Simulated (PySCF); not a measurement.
# CCl3F: the cost of one run

Programs: PySCF 2.14.0, with routines of our own; each step states its level. All values are computed. Atoms count from 0.

## 1. The system as given

5 atoms, charge 0, multiplicity 1; geometry from: GFN2-xTB.

## 2. NMR shieldings: PBE0/pcSseg-1, spin–orbit

What the job is given:

```
{"job": {"xc": "PBE0", "basis": {"default": "pcSseg-1"}, "rel": "so", "kind": "hnmr"}, "charge": 0, "multiplicity": 1}
F      0.060305    -0.141039     1.396058
C      0.004642    -0.006315     0.066724
Cl    -0.457934     1.660563    -0.312646
Cl     1.602752    -0.370613    -0.603874
Cl    -1.201142    -1.139743    -0.563447
```

Level: PBE0/pcSseg-1 GIAO NMR shielding, X2C with spin-orbit coupling, screened-nuclear two-electron part, Gaussian nuclei, gas phase.

The run is started by

```sh
$ OMP_NUM_THREADS=1 python heavy_run.py task.json out
```

One launch serves the whole session: the jobs run in the order shown.

Q: Estimate the wall time and peak memory of this first job on 1 thread of Arm Neoverse V1, shared host.

About 29 s, with a peak of 0.82 GiB.
